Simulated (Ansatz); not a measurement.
isobutene cation (C4H8), SMILES C=C(C)C (connectivity only; charge and spin as stated), charge +1, multiplicity 2.

Geometry: TPSSh-D3(BJ)/def2-SVP. The multiplicity is an assumed one; no other spin state was optimised.

Two levels are set side by side: PBE/def2-SVPD (Ansatz, a first-principles code) and PBE0/def2-SVPD (Ansatz). Energy differences of separate SCF runs at the same geometry; the states with an electron removed or added have multiplicity 1 and 1. Differences are taken from unrounded values.

```csv
quantity,PBE
vertical ionisation energy (eV),16.46
vertical electron affinity (eV),8.58
```

Question: These are the PBE values. What does PBE0 give? (Estimate from the structure and the level; the computed values follow.)

Answer: 
```tsv
quantity	PBE0	PBE minus PBE0
vertical ionisation energy (eV)	16.69	-0.23
vertical electron affinity (eV)	8.54	0.04
```

On these quantities the two levels nearly agree.
